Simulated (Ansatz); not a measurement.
**Structure relaxation of Na₂P**

Method: DFT PBE, scalar-relativistic, plane waves, PAW (Ansatz). Cutoff 420 eV, Γ-centred k mesh, Gaussian smearing, no spin polarisation in the final step.

The start puts Na₂P on the sites of a reported Cr2B cell (I4/mcm, No. 140), with P in place of B, Na in place of Cr, at a guessed volume.

```
CELL_PARAMETERS angstrom
-3.29337 3.29337 2.74140
3.29337 -3.29337 2.74140
3.29337 3.29337 -2.74140
ATOMIC_POSITIONS crystal
Na 0.66700 0.16700 0.83400
Na 0.16700 0.33300 0.50000
Na 0.33300 0.83300 0.16600
Na 0.83300 0.66700 0.50000
P 0.25000 0.25000 0.00000
P 0.75000 0.75000 0.00000
```

Cell and atoms relax at zero pressure; the relaxation can't lower the symmetry of the start. After a coarse first stage the cell is made exact in the group found at 0.06 Å.

Energies over the elements count from the elements' standard structures at the same level, with no empirical corrections.

(1) Which crystal results?

(2) What are its volume, energy, density and gap?

## Answers

(1) It keeps I4/mcm (No. 140). Conventional cell: a = 6.896 Å, c = 6.195 Å. Na has 4 P at 2.92 Å, 2 Na at 3.22 Å and 4 Na at 3.50 Å; P is coordinated by 8 Na at 2.92 Å and 2 P at 3.10 Å.

```xyz
6
Lattice="-3.4480 3.4480 3.0974 3.4480 -3.4480 3.0974 3.4480 3.4480 -3.0974" Properties=species:S:1:pos:R:3 pbc="T T T"
Na    1.4160    4.8640    0.0000
Na    2.0319    1.4160    0.0000
Na    2.0319   -1.4160    3.0974
Na    1.4160    2.0319    3.0974
P     0.0000    0.0000    1.5487
P     0.0000    0.0000    4.6460
```

(2) The volume per atom is 24.55 Å³ and the density is 1.74 g/cm³. The energy over the elements is -0.22 eV/atom. The gap on the 8×8×8 mesh is 0 eV (a metal).

The final run used a 8×8×8 mesh on its 6-atom cell and 0.10 eV smearing. The k mesh leaves about 4 meV/atom of noise in metals. Symmetry constrained the relaxation, so the result can be a saddle point.

Cost: 3 runs of about 1.2 core-minutes in all, on Arm Neoverse V2 (shared hosts).